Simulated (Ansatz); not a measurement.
# FH4Si2: the cost of one run

Program: the Python package of Ansatz 0.2.0. The levels of theory stand in the script. These are calculated values, not measurements.

## Step 1: The system

Bond lengths: F1–Si2 1.631 Å, Si2–Si3 2.294 Å, Si2–H4 1.420 Å, Si3–H5 1.492 Å, Si3–H6 1.484 Å, Si3–H7 1.550 Å. Angles: F1–Si2–Si3 112.3°, F1–Si2–H4 111.7°, Si3–Si2–H4 110.0°, Si2–Si3–H5 110.4°, Si2–Si3–H6 113.2°, Si2–Si3–H7 110.1°, H5–Si3–H6 109.3°, H5–Si3–H7 105.9°, H6–Si3–H7 107.6°.

No structure file is read: the coordinates are typed or built in the script.

## Step 2: The code

composite.py reads:

```python
# -*- coding: utf-8 -*-
import itertools

import ansatz as az
from ase.data import atomic_numbers, covalent_radii
import numpy as np

geometry_ang = [
    ('F', (-0.3865, -2.0461, 1.2975)),
    ('Si', (-0.3196, -1.3568, -0.1788)),
    ('Si', (0.4164, 0.814, -0.0928)),
    ('H', (-1.5723, -1.4189, -0.8449)),
    ('H', (0.5752, 1.3633, -1.4713)),
    ('H', (-0.4757, 1.7035, 0.6907)),
    ('H', (1.8238, 0.8729, 0.5539)),
]
system = az.Crystal.molecule()
for symbol, xyz in geometry_ang:
    system = system.atom(symbol, xyz)

job = (
    system.calculation()
    .basis(gaussian='def2-SVP')
    .functional('r2scan')
    .spin('collinear', total=1)
)
symbols = [site.symbol for site in system.cartesian_sites]
start = np.array([site.position_ang for site in system.cartesian_sites], dtype=float)
data = job.relax(force_tolerance=0.01, max_steps=100).run(threads=1).report
end = np.array(data['positions_ang'])
radius = [covalent_radii[atomic_numbers[s]] for s in symbols]
span = lambda where, i, j: np.linalg.norm(where[i] - where[j])
bonded = [(i, j) for i, j in itertools.combinations(range(len(symbols)), 2) if min(span(start, i, j), span(end, i, j)) < 1.2 * (radius[i] + radius[j])]
print('pair        before    after (A)')
for i, j in bonded:
    print(f'{symbols[i]}{i}-{symbols[j]}{j}'.ljust(10), f'{span(start, i, j):8.4f} {span(end, i, j):8.4f}')
for first, second in list(itertools.combinations(bonded, 2)):
    shared = set(first) & set(second)
    if shared and symbols[(j := shared.pop())] != 'H':
        i, k = sorted((set(first) | set(second)) - {j})
        u, v = end[i] - end[j], end[k] - end[j]
        angle = np.degrees(np.arccos(np.clip(u @ v / np.linalg.norm(u) / np.linalg.norm(v), -1, 1)))
        print(f'final angle {symbols[i]}{i}-{symbols[j]}{j}-{symbols[k]}{k}: {angle:.2f} deg')

minimum = az.Crystal.molecule()
for symbol, place in zip(symbols, end):
    minimum = minimum.atom(symbol, place.tolist())
at_minimum = minimum.calculation().spin('collinear', total=1)
level = lambda method, basis: at_minimum.basis(gaussian=basis).correlation(method).run(threads=1).report
small, large, cluster = level('mp2', 'cc-pVDZ'), level('mp2', 'cc-pVTZ'), level('ccsd_t', 'cc-pVDZ')
corr = lambda each: (each['free_energy_ev'] - each['reference_energy_ev']) / 27.211386246
mp2_limit = (27 * corr(large) - 8 * corr(small)) / 19
pieces = {'HF / cc-pVTZ': large['reference_energy_ev'] / 27.211386246, 'MP2 correlation, DZ-TZ limit': mp2_limit, 'CCSD(T) - MP2 / cc-pVDZ': corr(cluster) - corr(small)}
for name, value in pieces.items():
    print(f'{name:32s} {value:14.6f} Ha')
print(f'{"sum":32s} {sum(pieces.values()):14.6f} Ha')
print('T1 diagnostic', round(cluster['correlation']['coupled_cluster']['t1_diagnostic'], 4))
```

## Step 3: The calls as engine input

The package turns the script's settings into the engine's input (first run):

```yaml
crystal:
  periodic: [false, false, false]
  atoms:
    - { symbol: F, position_ang: [-0.3865, -2.0461, 1.2975] }
    - { symbol: Si, position_ang: [-0.3196, -1.3568, -0.1788] }
    - { symbol: Si, position_ang: [0.4164, 0.814, -0.0928] }
    - { symbol: H, position_ang: [-1.5723, -1.4189, -0.8449] }
    - { symbol: H, position_ang: [0.5752, 1.3633, -1.4713] }
    - { symbol: H, position_ang: [-0.4757, 1.7035, 0.6907] }
    - { symbol: H, position_ang: [1.8238, 0.8729, 0.5539] }
basis:
  gaussian:
    orbitals: def2-SVP
hamiltonian:
  xc: r2scan
magnetization:
  spin_polarized: true
  initial_magnetization: 1.0
relax:
  f_tol: 0.01
  max_steps: 100
```

## Step 4: The run

Run with:

```bash
$ python composite.py
```

Q: Estimate wall time and peak memory on 1 thread of Arm Neoverse V1, shared host.

About 76 s, with a peak of 0.39 GiB.
